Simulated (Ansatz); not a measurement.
Diamond-structure Ge

All values below come from HSE06 in Ansatz (PAW).

Numerical settings: plane-wave cutoff 460 eV, 8×8×8 k mesh, Fermi–Dirac smearing 0.01 eV, scalar-relativistic PAW data made under PBE.

Cell (relaxed at this level):

```
CELL_PARAMETERS angstrom
      0.00000     2.84236     2.84236
      2.84236     0.00000     2.84236
      2.84236     2.84236     0.00000
ATOMIC_POSITIONS crystal
  Ge 0.00000 0.00000 0.00000
  Ge 0.25000 0.25000 0.25000
```

```json
{
 "bulk modulus B0": "72.5 GPa",
 "band_gap": "0.70 eV (on the SCF k mesh) (direct)",
 "width_of_the_whole_s_p_valence_band": "13.95 eV",
 "pressure derivative B′ of the bulk modulus": "4.7"
}
```

Measured, for comparison: band gap 0.79 eV (measured zero-point renormalisation of 52 meV added back here; inputs from Miglio et al. (2020), arXiv:2011.12765); bulk modulus 77.3 GPa (low-temperature value with the zero-point effect removed, our sources range from 77.3 to 79.4; as tabulated in Tanner et al. (2021), arXiv:2110.11888). Computed (rounded) less measured: bulk modulus -6 % (-6 % to -9 % over the range).

Spin–orbit coupling is not included.

Ansatz is a first-principles code.
